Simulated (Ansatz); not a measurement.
## A ladder of methods for [H2PO2]− (SMILES O=[PH2][O-])

[H2PO2]− has 5 atoms, charge -1, and is taken as a singlet. SMILES: `O=[PH2][O-]`. Geometry: relaxed at GFN2-xTB.

```xyz
5

O    -0.5697    0.4181    1.3449
P     0.0240   -0.0294    0.0671
O     1.0871   -1.0561    0.1054
H    -0.9935   -0.4178   -0.8312
H     0.4521    1.0853   -0.6862
```

Quantity: the energy change with the O1–P2 bond stretched from 1.478 to 2.218 Å, in eV. The values are calculated.

```
                      level                    kind  program  value (eV)  less FCI/STO-3G
  SVWN5/STO-3G (restricted)                     LDA   Ansatz        2.29            +0.92
    PBE/STO-3G (restricted)                     GGA   Ansatz        1.83            +0.46
  BHLYP/STO-3G (restricted)           global hybrid   Ansatz        1.66            +0.29
  wB97X/STO-3G (restricted)  range-separated hybrid   Ansatz        1.88            +0.51
 B2PLYP/STO-3G (restricted)           double hybrid   Ansatz        1.62            +0.25
RPA@PBE/STO-3G (restricted)                     RPA   Ansatz        0.39            -0.98
  CCSDT/STO-3G (restricted)   coupled cluster or CI   Ansatz        1.37             0.00
 CCSDTQ/STO-3G (restricted)   coupled cluster or CI   Ansatz        1.37             0.00
                 FCI/STO-3G      exact in the basis   Ansatz        1.37             0.00
```

FCI/STO-3G is exact within its basis and frozen core, so for wave-function methods in that basis the difference is their error; functionals converge differently with the basis, so for them it is only a difference. Sets without diffuse functions describe the anion poorly. The first shape isn't each level's own minimum. The values span 0.39 to 2.29 eV. All rows use very small basis sets, so none should be taken for the real molecule's value.
